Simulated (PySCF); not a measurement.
# One shape, several levels: Si2H6 (SMILES [SiH3][SiH3])

Aim: a comparison of 6 runs (HF/STO-3G, HF/3-21G, B3LYP/6-31G*, B2PLYP/aug-cc-pVDZ, wB97M-V/aug-cc-pVDZ, SCS-MP2/aug-cc-pVDZ) of Si2H6. The job is set up through a Python script.

Program for the calculation: PySCF 2.14.0.

1 further run of the same task is left out (set aside as unsound or not needed).

## Step 1: The structure to begin with

The species is Si2H6 (8 atoms), meant as a singlet with charge 0. SMILES: `[SiH3][SiH3]`. The Si1–H5 distance was set to 1.934 Å, away from the relaxed value.

Bond lengths: Si1–Si2 2.338 Å, Si1–H3 1.488 Å, Si1–H4 1.488 Å, Si2–H6 1.488 Å, Si2–H7 1.488 Å, Si2–H8 1.488 Å. Angles: Si1–Si2–H6 110.3°, Si1–Si2–H7 110.3°, Si1–Si2–H8 110.3°, Si2–Si1–H3 110.3°, Si2–Si1–H4 110.3°, H6–Si2–H7 108.7°, H6–Si2–H8 108.7°, H7–Si2–H8 108.7°, H3–Si1–H4 108.7°. A long bond or contact: Si1–H5 1.934 Å.

## Step 2: The energy at HF/STO-3G (run 1)

File job.py:

```python
from pyscf import gto

mol = gto.M(
    atom='''
Si    -0.151635     0.260818    -2.061697
Si     1.178732    -1.618703     1.710008
H      2.067659     1.126313    -3.554581
H     -1.611260    -1.579964    -3.605603
H     -2.282789     3.144693    -1.356634
H      2.644214     0.220000     3.250701
H      2.812589    -3.841210     1.167656
H     -1.040752    -2.478151     3.205915
''',
    unit='bohr',
    verbose=3,
    basis='sto-3g',
    max_memory=1860,
)

hf = mol.RHF()
hf.conv_tol = 1e-10
hf.kernel()
if not hf.converged:
    hf = hf.newton().run(hf.mo_coeff, hf.mo_occ)

e_final = hf.e_tot
print('E(%s) = %.9f' % ('HF', e_final))
```

Command:

```bash
$ OMP_NUM_THREADS=1 python job.py
```

Output:

```text
converged SCF energy = -574.613725927549
E(HF) = -574.613725928
```

Wall time 1.1 s (1 thread of Intel Xeon at 2.70GHz, shared host); peak memory 0.12 GiB.

## Step 3: A single-point energy at HF/3-21G (run 2)

File input.py:

```python
from pyscf import gto

mol = gto.Mole()
mol.atom = '''
Si  -0.080242   0.138019  -1.091003
Si   0.623758  -0.856581   0.904897
H    1.094158   0.596019  -1.881003
H   -0.852642  -0.836081  -1.908003
H   -1.208000   1.664100  -0.717900
H    1.399258   0.116419   1.720197
H    1.488358  -2.032681   0.617897
H   -0.550742  -1.311381   1.696497
'''
mol.charge = 0
mol.basis = '3-21g'
mol.max_memory = 1860
mol.verbose = 3
mol.spin = 0
mol.build()

mf = mol.RHF()
mf.conv_tol = 1e-10
mf.kernel()
if not mf.converged:
    mf = mf.newton().run(mf.mo_coeff, mf.mo_occ)

energy = mf.e_tot
print(f'total energy: {energy:.8f} hartree')
```

Command:

```bash
$ OMP_NUM_THREADS=1 python input.py
```

Output:

```text
converged SCF energy = -578.203503448606
total energy: -578.20350345 hartree
```

Wall time 1.4 s (1 thread of Intel Xeon at 2.70GHz, shared host); peak memory 0.12 GiB.

Runs 3 to 5 aren't shown in full; the table further down has their settings and results.

## Step 4: The energy at SCS-MP2/aug-cc-pVDZ (run 6)

File start.xyz:

```xyz
8
H6Si2
Si    -0.080242     0.138019    -1.091003
Si     0.623758    -0.856581     0.904897
H      1.094158     0.596019    -1.881003
H     -0.852642    -0.836081    -1.908003
H     -1.208000     1.664100    -0.717900
H      1.399258     0.116419     1.720197
H      1.488358    -2.032681     0.617897
H     -0.550742    -1.311381     1.696497
```

File job.py:

```python
from pyscf import gto, scf, mp

mol = gto.M(
    atom='start.xyz',
    max_memory=1860,
    verbose=4,
    basis='aug-cc-pvdz',
)

mf = scf.RHF(mol)
mf.conv_tol = 1e-10
mf.kernel()
if not mf.converged:
    mf = mf.newton().run(mf.mo_coeff, mf.mo_occ)

pt = mp.MP2(mf, frozen=10).run()
energy = mf.e_tot + 1.2 * pt.e_corr_os + pt.e_corr_ss / 3
print('E(%s) = %.9f' % ('SCS-MP2', energy))
```

Command:

```bash
$ OMP_NUM_THREADS=1 python job.py
```

Output:

```text
PySCF version 2.14.0

[INPUT] num. atoms = 8
[INPUT] num. electrons = 34
[INPUT] charge = 0
[INPUT] spin (= nelec alpha-beta = 2S) = 0
[INPUT] symmetry False subgroup None
[INPUT] Mole.unit = angstrom
[INPUT] Symbol           X                Y                Z      unit          X                Y                Z       unit  Magmom
[INPUT]  1 Si    -0.080242000000   0.138019000000  -1.091003000000 AA   -0.151635403687   0.260818109986  -2.061696871079 Bohr   0.0
[INPUT]  2 Si     0.623758000000  -0.856581000000   0.904897000000 AA    1.178731788006  -1.618703493506   1.710007500941 Bohr   0.0
[INPUT]  3 H      1.094158000000   0.596019000000  -1.881003000000 AA    2.067658957002   1.126312675037  -3.554580509485 Bohr   0.0
[INPUT]  4 H     -0.852642000000  -0.836081000000  -1.908003000000 AA   -1.611259862301  -1.579964107952  -3.605603114849 Bohr   0.0
[INPUT]  5 H     -1.208000000000   1.664100000000  -0.717900000000 AA   -2.282789158475   3.144693243889  -1.356634384825 Bohr   0.0
[INPUT]  6 H      1.399258000000   0.116419000000   1.720197000000 AA    2.644214397607   0.220000025696   3.250701210298 Bohr   0.0
[INPUT]  7 H      1.488358000000  -2.032681000000   0.617897000000 AA    2.812588995305  -3.841210388607   1.167656103190 Bohr   0.0
[INPUT]  8 H     -0.550742000000  -1.311381000000   1.696497000000 AA   -1.040751545295  -2.478150934958   3.205914701146 Bohr   0.0

nuclear repulsion = 89.3137342690259
number of shells = 46
number of NR pGTOs = 166
number of NR cGTOs = 108
basis = aug-cc-pvdz
ecp = {}

******** <class 'pyscf.scf.hf.RHF'> ********
method = RHF
initial guess = minao
damping factor = 0
level_shift factor = 0
DIIS = <class 'pyscf.scf.diis.CDIIS'>
diis_start_cycle = 1
diis_space = 8
diis_damp = 0
SCF conv_tol = 1e-10
SCF conv_tol_grad = None
SCF max_cycles = 50
direct_scf = True
direct_scf_tol = 1e-13
Set gradient conv threshold to 1e-05
Initial guess from minao.
init E= -580.761541809034
  HOMO = -0.289430498391707  LUMO = 0.0173495601282037  gap/eV = 8.34791
cycle= 1 E= -581.268503799618  delta_E= -0.507  |g|= 0.233  |ddm|= 1.86
  HOMO = -0.414190188364397  LUMO = 0.032232664778006  gap/eV = 12.14778
cycle= 2 E= -581.298659712363  delta_E= -0.0302  |g|= 0.0646  |ddm|= 0.442
  HOMO = -0.391832970597771  LUMO = 0.037679783175141  gap/eV = 11.68764
cycle= 3 E= -581.301581863486  delta_E= -0.00292  |g|= 0.0191  |ddm|= 0.212
  HOMO = -0.399045903136182  LUMO = 0.037265151163286  gap/eV = 11.87263
cycle= 4 E= -581.301837737746  delta_E= -0.000256  |g|= 0.00259  |ddm|= 0.0615
  HOMO = -0.399301250930271  LUMO = 0.0372541570283582  gap/eV = 11.87928
cycle= 5 E= -581.301844588798  delta_E= -6.85e-06  |g|= 0.000544  |ddm|= 0.01
  HOMO = -0.399377653784805  LUMO = 0.0372472441581424  gap/eV = 11.88117
cycle= 6 E= -581.301844912188  delta_E= -3.23e-07  |g|= 7.74e-05  |ddm|= 0.00248
  HOMO = -0.399370885903369  LUMO = 0.0372473145352599  gap/eV = 11.88099
cycle= 7 E= -581.301844918301  delta_E= -6.11e-09  |g|= 1.46e-05  |ddm|= 0.000366
  HOMO = -0.399371150157596  LUMO = 0.0372470138693703  gap/eV = 11.88099
cycle= 8 E= -581.301844918525  delta_E= -2.24e-10  |g|= 3.63e-06  |ddm|= 5.47e-05
  HOMO = -0.399370941332152  LUMO = 0.0372469975898126  gap/eV = 11.88098
cycle= 9 E= -581.301844918544  delta_E= -1.89e-11  |g|= 6.88e-07  |ddm|= 1.32e-05
  HOMO = -0.399370838380759  LUMO = 0.0372470149073334  gap/eV = 11.88098
Extra cycle  E= -581.301844918541  delta_E= 3.3e-12  |g|= 2.77e-07  |ddm|= 2.34e-06
converged SCF energy = -581.301844918541

******** <class 'pyscf.mp.mp2.RMP2'> ********
nocc = 7, nmo = 98
frozen orbitals 10
E(RMP2) = -581.527846289282  E_corr = -0.226001370741446
E(SCS-RMP2) = -581.546911741473  E_corr = -0.245066822932372
E_corr(same-spin) = -0.0301555637969576
E_corr(oppo-spin) = -0.195845806944489
E(SCS-MP2) = -581.546911741
```

It took 6 s on 1 thread of Intel Xeon at 2.70GHz, shared host; peak memory 0.28 GiB.

## Step 5: All runs side by side

```tsv
run	level	integration grid	frozen core orbitals	energy (Eh)	dipole moment (D) of the reference	HOMO energy (eV)	LUMO energy (eV)	wall time
1	HF/STO-3G	–	–	-574.613726	0.49	-8.32	8.52	1.1 s
2	HF/3-21G	–	–	-578.203503	0.70	-10.87	2.94	1.4 s
3	B3LYP/6-31G* (spherical functions)	5	–	-582.543331	0.77	-8.05	-0.61	9.6 s
4	B2PLYP/aug-cc-pVDZ	5	10	-582.265302	0.78	-9.24	0.03	21 s
5	wB97M-V/aug-cc-pVDZ	5	–	-582.459897	0.77	-10.31	0.33	92 s
6	SCS-MP2/aug-cc-pVDZ	–	10	-581.546912	0.89	-10.87	1.01	6 s
```

## Step 6: What came out

| quantity | value |
| --- | --- |
| run 6: total energy | -581.54691 Eh |
| run 6: dipole moment (Hartree–Fock density) | 0.89 D |
| run 6: HOMO energy (Hartree–Fock orbitals) | -10.87 eV |
| run 6: LUMO energy (Hartree–Fock orbitals) | 1.01 eV |
| run 6: HOMO–LUMO gap (Hartree–Fock orbitals) | 11.88 eV |
| run 6: correlation energy (10 core orbitals frozen) | -245.1 mEh |

Over runs 1, 2, 3, 4, 5 the dipole moment (its size) runs from 0.49 D (HF/STO-3G) to 0.78 D (B2PLYP/aug-cc-pVDZ). The two ends differ in method and basis. A double hybrid's value is that of its SCF part. Over runs 1, 2, 3, 4, 5 the HOMO–LUMO gap runs from 7.44 eV (B3LYP/6-31G*) to 16.85 eV (HF/STO-3G). Totals of different functionals can't be ranked against each other. In run 1 the basis is minimal, so the values are rough. All runs together took 2.2 min, the longest 92 s.
